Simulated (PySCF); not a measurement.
Task: Give a PBE0-D3(BJ)/def2-SVP geometry of `C=C[C@H](C)[S-]`. (Charge -1.)

Result: 
Z-matrix in Å and degrees, rows numbered from 1:
```
C 
C   1  1.3437
C   2  1.4924  1  127.19
C   3  1.5274  2  111.32  1  -120.13
S   3  1.8216  2  106.73  1   117.86
H   1  1.0956  2  122.05  3  -175.65
H   1  1.0962  2  120.98  3     0.81
H   2  1.0992  1  119.50  3   177.61
H   3  1.1095  2  108.06  1    -1.82
H   4  1.1029  3  109.31  2   -60.19
H   4  1.1020  3  108.90  2  -176.49
H   4  1.1097  3  113.04  2    61.59
```

The 3 C–C bonds span 1.344 Å (C1=C2, drawn double) to 1.527 Å (C3–C4, drawn single), a spread of 0.183 Å. C2 (alkene CH carbon) is planar (angles 127.2°, 119.5° and 113.3°, sum 360.0°, 0.01 Å off the plane of its three neighbours). C1 (terminal =CH2 carbon) is planar (angles 122.1°, 121.0° and 116.9°, sum 359.9°, 0.02 Å off the plane of its three neighbours). Of the pairs four or more bonds apart, H7···H9 is among the closest relative to their van der Waals radii: 2.47 Å, 103 % of the sum of Bondi's values.

Method used: PySCF, PBE0-D3(BJ)/def2-SVP geometry optimisation, gas phase.

Point group: C1 (no symmetry element, even within 0.4 Å). PBE0-D3(BJ)/def2-SVP frequencies: not computed here. The geometry's basis has no diffuse functions, a weakness for an anion. Torsions: C1–C2–C3–C4 -120°.

The run took 18 s on one thread, Arm Neoverse V2, shared host. These figures are those of the optimisation.

One conformer stands for the species.
